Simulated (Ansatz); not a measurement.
Steps of a relaxation of dimethylformamide with RKS PBE0-D4/def2-TZVP.

```sh
$ ansatz run in.yaml --threads 4 --pin off --events-out ev --progress --plain --max-ram 10444MiB
```

```yaml
crystal:
  periodic: [false, false, false]
  atoms:
    - {symbol: C, position_ang: [-1.245107, -0.332790, 0.469127]}
    - {symbol: N, position_ang: [0.021728, 0.136301, -0.055261]}
    - {symbol: C, position_ang: [1.157075, -0.754168, -0.006451]}
    - {symbol: C, position_ang: [0.112343, 1.400852, -0.585730]}
    - {symbol: O, position_ang: [-0.803245, 2.207165, -0.663902]}
    - {symbol: H, position_ang: [-1.979897, 0.485915, 0.351092]}
    - {symbol: H, position_ang: [-1.158972, -0.600188, 1.545123]}
    - {symbol: H, position_ang: [-1.601055, -1.230047, -0.083308]}
    - {symbol: H, position_ang: [1.402053, -1.047728, 1.038980]}
    - {symbol: H, position_ang: [2.042793, -0.248775, -0.440443]}
    - {symbol: H, position_ang: [0.970912, -1.687304, -0.584286]}
    - {symbol: H, position_ang: [1.158371, 1.615668, -0.951041]}
basis:
  gaussian: {orbitals: def2-TZVP}
hamiltonian: {xc: pbe0, dispersion: d4}
relax: {f_tol: 0.005, max_steps: 150}
```

Positions (Å) and forces (eV/Å) along the path, 7 of 7 steps:

```xyz
12
step=1 energy=-6757.2506 eV
C    -1.245   -0.333    0.469   -0.222   -0.008    0.062
N     0.022    0.136   -0.055   -0.091    0.498   -0.177
C     1.157   -0.754   -0.006    0.253   -0.138   -0.012
C     0.112    1.401   -0.586   -0.239   -0.058    0.086
O    -0.803    2.207   -0.664    0.933   -0.811    0.076
H    -1.980    0.486    0.351    0.368   -0.449    0.075
H    -1.159   -0.600    1.545   -0.003    0.151   -0.536
H    -1.601   -1.230   -0.083    0.210    0.452    0.247
H     1.402   -1.048    1.039   -0.158    0.190   -0.510
H     2.043   -0.249   -0.440   -0.449   -0.247    0.214
H     0.971   -1.687   -0.584    0.051    0.496    0.269
H     1.158    1.616   -0.951   -0.654   -0.076    0.206
12
step=2 energy=-6757.3080 eV
C    -1.240   -0.331    0.467   -0.027   -0.019    0.014
N     0.020    0.138   -0.056   -0.040    0.235   -0.087
C     1.151   -0.748   -0.007    0.066   -0.069    0.010
C     0.116    1.389   -0.582    0.062   -0.230    0.085
O    -0.788    2.190   -0.661    0.121   -0.065   -0.009
H    -1.973    0.473    0.353    0.104   -0.132    0.023
H    -1.147   -0.594    1.530   -0.009    0.042   -0.152
H    -1.584   -1.220   -0.081    0.054    0.129    0.075
H     1.388   -1.034    1.028   -0.037    0.046   -0.152
H     2.027   -0.250   -0.437   -0.132   -0.072    0.063
H     0.960   -1.669   -0.580    0.025    0.139    0.083
H     1.147    1.601   -0.941   -0.186   -0.003    0.048
12
step=3 energy=-6757.3127 eV
C    -1.237   -0.330    0.466    0.017   -0.004    0.000
N     0.020    0.140   -0.056   -0.007    0.045   -0.011
C     1.147   -0.747   -0.007    0.001   -0.005    0.003
C     0.118    1.385   -0.579    0.029   -0.116    0.003
O    -0.783    2.188   -0.661   -0.026    0.057   -0.002
H    -1.970    0.466    0.354   -0.011    0.004    0.001
H    -1.142   -0.593    1.524    0.000   -0.001    0.007
H    -1.576   -1.216   -0.081    0.000   -0.006   -0.004
H     1.382   -1.031    1.024   -0.001    0.000    0.007
H     2.020   -0.252   -0.434    0.008    0.003   -0.004
H     0.956   -1.662   -0.577   -0.006   -0.004   -0.004
H     1.142    1.597   -0.940   -0.002    0.026    0.003
12
step=4 energy=-6757.3128 eV
C    -1.236   -0.331    0.465    0.009   -0.003    0.002
N     0.020    0.141   -0.057    0.015    0.035   -0.016
C     1.147   -0.747   -0.007   -0.001   -0.009    0.003
C     0.117    1.386   -0.579    0.009   -0.062    0.003
O    -0.784    2.189   -0.659   -0.009    0.030   -0.003
H    -1.970    0.465    0.353   -0.011    0.005    0.001
H    -1.141   -0.592    1.524    0.000   -0.002    0.004
H    -1.574   -1.217   -0.080    0.000   -0.005   -0.002
H     1.380   -1.030    1.025   -0.001   -0.009    0.004
H     2.023   -0.257   -0.434   -0.012    0.020   -0.005
H     0.953   -1.662   -0.577   -0.001   -0.010    0.004
H     1.141    1.600   -0.941    0.000    0.010    0.005
12
step=5 energy=-6757.3127 eV rejected
C    -1.236   -0.331    0.465    0.001   -0.001   -0.006
N     0.019    0.141   -0.058   -0.008   -0.001   -0.013
C     1.146   -0.747   -0.007    0.004    0.000   -0.003
C     0.117    1.384   -0.582    0.022    0.002    0.072
O    -0.782    2.190   -0.660   -0.012    0.007   -0.027
H    -1.971    0.464    0.353   -0.004    0.003    0.000
H    -1.141   -0.591    1.524    0.002    0.000    0.005
H    -1.574   -1.218   -0.079   -0.002   -0.005   -0.001
H     1.381   -1.030    1.024   -0.001    0.000    0.005
H     2.020   -0.254   -0.436    0.005    0.000   -0.002
H     0.954   -1.664   -0.576   -0.001   -0.004   -0.002
H     1.143    1.601   -0.935   -0.005   -0.001   -0.027
12
step=6 energy=-6757.3129 eV
C    -1.236   -0.331    0.465    0.001   -0.001    0.001
N     0.020    0.141   -0.057    0.003    0.012   -0.006
C     1.147   -0.747   -0.007    0.002   -0.003    0.001
C     0.118    1.385   -0.579    0.005   -0.014    0.000
O    -0.782    2.190   -0.659   -0.004    0.006    0.000
H    -1.971    0.464    0.352   -0.003    0.001    0.000
H    -1.141   -0.591    1.524    0.000    0.000    0.001
H    -1.573   -1.218   -0.079    0.000   -0.001    0.000
H     1.381   -1.030    1.025    0.000   -0.002    0.001
H     2.021   -0.255   -0.435   -0.003    0.005   -0.001
H     0.953   -1.663   -0.576    0.000   -0.003    0.001
H     1.142    1.600   -0.939    0.001    0.001    0.002
12
step=7 energy=-6757.3129 eV
C    -1.236   -0.331    0.465    0.000    0.000    0.000
N     0.019    0.141   -0.058    0.000   -0.001    0.000
C     1.146   -0.747   -0.008    0.000    0.001    0.000
C     0.118    1.385   -0.579   -0.001   -0.001    0.000
O    -0.781    2.191   -0.658    0.001    0.000    0.000
H    -1.972    0.462    0.351    0.000    0.000    0.000
H    -1.141   -0.589    1.525    0.000    0.000    0.000
H    -1.572   -1.220   -0.078    0.000    0.000    0.000
H     1.381   -1.030    1.024    0.000    0.000    0.000
H     2.020   -0.255   -0.436    0.000    0.000    0.000
H     0.953   -1.664   -0.576    0.000    0.000    0.000
H     1.142    1.600   -0.938    0.000    0.001    0.000
```

Run time 18 s (4 threads of an Arm Neoverse V2 on a shared host); peak host memory 0.45 GiB.
